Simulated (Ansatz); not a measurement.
# AlSiH2 (quartet): wave-function methods side by side at distance Si1–Al2 = 2.990 Å, cc-pVDZ

One table from this session's results is given with a row withheld; the runs are named, their logs left out.

Program: Ansatz 0.2.0, Gaussian basis. Level of theory: cc-pVDZ, core rule «outside noble gas», up to 10 orbitals frozen. These are calculated values, not measurements.

Plan: UHF; CCSD(T) on ROHF; CCSD(T) on UHF; BCCD(T) on ROHF; CISD; CCSDT(Q) on ROHF; CCSDT(Q) on UHF; CASSCF and MRCISD+Q, 5 electrons in 5 orbitals; CASSCF and NEVPT2, 5 electrons in 5 orbitals.

36 further runs of the same task are left out: 14 for a known fault of the program, 14 that didn't finish, 8 set aside as unsound or not needed.

## What is computed

The geometry derives from a PBE0/def2-TZVP stationary point (not a proven minimum). One bond is set to the value named and the two fragments are kept rigid.

4 atoms, charge 0, spin multiplicity 4.

Atoms are counted from 1 here; the program's logs count them from 0.

Bond lengths: Al2–H3 1.583 Å, Al2–H4 1.583 Å. Angles: H3–Al2–H4 125.2°.

The first run:

Input file in.yaml:

```yaml
crystal:
  periodic: [false, false, false]
  atoms:
    - {symbol: Si, position_ang: [0.000000, 0.000000, 1.544615]}
    - {symbol: Al, position_ang: [0.000000, 0.000000, -1.445385]}
    - {symbol: H, position_ang: [0.000000, 1.405470, -2.174035]}
    - {symbol: H, position_ang: [0.000000, -1.405470, -2.174035]}
basis:
  gaussian: {orbitals: cc-pVDZ}
magnetization: {spin_polarized: true, initial_magnetization: 3}
hamiltonian: {xc: hf}
output: {orbitals: {seedname: orbitals}}
```

Started as:

```sh
$ ansatz run in.yaml --threads 1 --pin off --events-out ev --progress --plain --max-ram 2393MiB
```

Steps of the session up to this table: UHF; CCSD(T) on ROHF; CCSD(T) on UHF; BCCD(T) on ROHF; CISD; CCSDT(Q) on ROHF; CCSDT(Q) on UHF; CASSCF and MRCISD+Q, 5 electrons in 5 orbitals; CASSCF and NEVPT2, 5 electrons in 5 orbitals.

One table of the session follows, with a row left open; its other results are not shown here.

It belongs to the step «Misses and costs». 

```
       method  from UCCSDT(Q) (kcal/mol)
         ROHF                     +98.79
          UHF                     +97.23
         RMP2                     +25.37
         UMP2                     +26.16
         CISD                      +9.21
        RCCSD                      +3.50
        UCCSD                      +3.47
     RCCSD(T)                      +1.02
     UCCSD(T)                          ?
      BCCD(T)                      +1.00
       RCCSDT                      +0.17
       UCCSDT                      +0.16
    RCCSDT(Q)                      +0.01
    UCCSDT(Q)                          0
  CASSCF pair                     +89.78
  NEVPT2 pair                     +25.34
  MRCISD pair                      +8.56
MRCISD+Q pair                      +0.03
```

Q: Estimate the row for UCCSD(T) from the others.

As computed: from UCCSDT(Q) (kcal/mol): +1.04. In the column «from UCCSDT(Q) (kcal/mol)» it lies between RCCSD(T) (+1.02) and UCCSD (+3.47).

Caveats from the session: Restricted and unrestricted rows rest on different reference determinants; where their highest levels disagree by more than a few hundredths of an eV, they describe different states and don't form one ladder.
